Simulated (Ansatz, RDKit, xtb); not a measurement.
**C4H8N2: ranking a sample of isomers**

A sample of isomers of C4H8N2 is drawn. Aim: find which of them has the lowest free energy at 298.15 K, then its properties. The sample is small against all isomers, and the most stable one of this formula need not be in it.

Plan: many cheap relaxations first (GFN2-xTB), then density-functional screening, relaxation at B3LYP-D3(BJ)/def2-SVP, vibrations (at GFN2-xTB) and a final energy. The numbers are computed, not measured.

### Step 1. Possible bonding patterns

Isomers were taken from a list of plausible structures; this is a sample, not all of them. That gives 4 candidates.

| label | SMILES | spin |
| --- | --- | --- |
| c252 | C=C[C@@H](N)C=N | singlet |
| c313 | C=CC(=N)CN | singlet |
| c425 | C=C/C(N)=C/N | singlet |
| c874 | C=C/C(N)=C\N | singlet |

Candidates are built by distance geometry, with a force field where one applies, in up to four conformers (letters a to d).

Q: Predict the outcome of this search (final energies at CCSD(T)/def2-SVP + MP2/def2-TZVPP - MP2/def2-SVP).

| quantity | value |
| --- | --- |
| lowest structure found | C=C/C(N)=C/N, singlet |
| next finalist | C=CC(=N)CN, singlet, 1.6 kcal/mol higher in G |
| share at equilibrium, among the finalists | 93.6 % |

The lowest structure found is `C=C/C(N)=C/N`. The margin, 1.6 kcal/mol, is modest. GFN2-xTB, r2SCAN-D4/def2-SVP, B3LYP-D3(BJ)/def2-SVP, HF/def2-SVP and MP2/def2-SVP already put its bonding pattern lowest among the structures in one piece; HF/STO-3G favours the singlet C=CC(=N)CN. 2 minima inside the window were never screened. Lowest found is not proven lowest: the search is finite, and each finalist counts with one conformer. Only 4 drawn patterns were tried, so whole families of isomers are missing, and the result ranks this sample alone.
